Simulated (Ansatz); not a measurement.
## LiF: pressure series

Start from LiF in the rock salt structure (space group Fm-3m, No. 225; a = 4.068 Å).

Cell and atoms are relaxed at each pressure.

Computed with PBE/PAW in Ansatz (a program for electronic structure), without spin-orbit coupling.

| P (GPa) | V (Å³/atom) |
|---|---|
| -2.00 | 8.686 |
| -1.00 | 8.545 |
| 0.30 | 8.378 |
| 0.70 | 8.330 |
| 1.49 | 8.238 |
| 2.99 | 8.078 |
| 4.99 | 7.886 |
| 7.49 | 7.675 |
| 9.99 | 7.488 |

Question: Fit a third-order Birch–Murnaghan equation of state.

Answer: Least squares on P(V) = (3B₀/2)[(V₀/V)^(7/3) − (V₀/V)^(5/3)]·[1 + (3/4)(B₀′ − 4)((V₀/V)^(2/3) − 1)] gives V₀ = 8.42 Å³/atom, B₀ = 67 GPa and B₀′ = 4.1.

Measured bulk modulus of LiF: 76.3 GPa (static lattice; corrected from measurement; as listed in Daniel Mejia-Rodriguez, S. B. Trickey, Phys. Rev. B (2018)); the computed value is 12 % below it.

Between the base and pressure 7.5 GPa the gap moves from 8.83 eV to 9.66 eV, a mean slope of 110 meV/GPa.

Load acts through the strain it causes; cell and atoms are relaxed under it. No phonon test of stability was made. No other phases were tried under pressure.
